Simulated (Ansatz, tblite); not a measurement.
Cost and result up the ladder for SiFH3 (SiH₃F) (5 atoms). The state is a singlet with charge 0. Geometry: PBE0-D4/def2-TZVP.

Cartesian coordinates in Å:
```
Si -0.001 -0.033 0.023
F 0.042 1.291 -0.874
H -0.620 -1.117 -0.776
H -0.809 0.249 1.233
H 1.388 -0.389 0.395
```

Ansatz on 4 threads of Intel Xeon on a shared host; xTB runs through tblite on one thread. Times are rough, summed over both states, and most runs start from the orbitals of an earlier one. PBE0-D4/def2-TZVP serves as the yardstick here, not as an exact answer. The other state is a triplet.

The xTB rows come from tblite. HOMO above LUMO, or a gap near zero within one spin, warns that the state may not be the lowest or that an electron is smeared out.

Run but left out: PBE-D4/def2-TZVP (triplet: an occupied level 0.23 eV above an empty one).

xTB has no spin-polarisation term.

```csv
level,functions,vertical triplet (eV),difference from PBE0-D4/def2-TZVP (eV),remarks
GFN1-xTB,19,7.76,0.28,–
r2SCAN-D4/def2-TZVP (with forces),86,7.32,-0.17,gap within one spin near zero (triplet)
PBE0-D4/def2-TZVP,86,7.48,0.00,–
GFN2-xTB,16,6.79,-0.70,–
```

Q: Estimate how long each takes.

A: GFN2-xTB 0.009 s; GFN1-xTB 0.018 s; r2SCAN-D4/def2-TZVP (with forces) 6.7 s; PBE0-D4/def2-TZVP 7.5 s. On shared hardware such times vary by a factor of up to 3.
